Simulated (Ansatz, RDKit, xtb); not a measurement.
**Isomers of C3H6FN, a sample narrowed down**

Which of a sample of isomers of C3H6FN is the most stable in the gas at 298.15 K, and what are its properties? The sample is small against all isomers, and the most stable one of this formula need not be in it.

Plan: many cheap relaxations first (GFN2-xTB), then density-functional screening, relaxation at PBE-D3(BJ)/def2-SVP, vibrations and a final energy. The numbers are computed, not measured.

**1. Drawing up candidates**

Isomers were taken from a list of plausible structures; this is a sample, not all of them. That gives 3 candidates.

| label | SMILES | spin |
| --- | --- | --- |
| c506 | N[C@@H]1C[C@H]1F | singlet |
| c682 | N[C@@H]1C[C@@H]1F | singlet |
| c710 | NC1(F)CC1 | singlet |

Candidates are built by distance geometry, with a force field where one applies, in up to four conformers (letters a to d).

Q: Predict the outcome of this search (final energies at CCSD(T)/def2-SVP + MP2/def2-TZVPP - MP2/def2-SVP).

| quantity | value |
| --- | --- |
| lowest structure found | NC1(F)CC1, singlet, Cs |
| next finalist | N[C@@H]1C[C@H]1F, singlet, 10.1 kcal/mol higher in G |
| share at equilibrium, among the finalists | 100.0 % |
| harmonic wavenumbers, lowest and highest (PBE-D3(BJ)/def2-SVP) | 293 and 3499 cm⁻¹ |
| rotational constants, same geometry | 0.2252, 0.1819, 0.1365 cm⁻¹ |

The search ends on `NC1(F)CC1`. The margin of 10.1 kcal/mol over the next finalist is beyond the usual error of the last level; it says nothing of structures that weren't ranked. GFN2-xTB, HF/STO-3G, r2SCAN-D4/def2-SVP, PBE-D3(BJ)/def2-SVP, HF/def2-SVP and MP2/def2-SVP already put its bonding pattern lowest among the structures in one piece. Lowest found is not proven lowest: the search is finite, and each finalist counts with one conformer. Only 3 drawn patterns were tried, so whole families of isomers are missing, and the result ranks this sample alone. The lowest isomer need not be the one that is made and kept in a bottle, which depends on barriers.
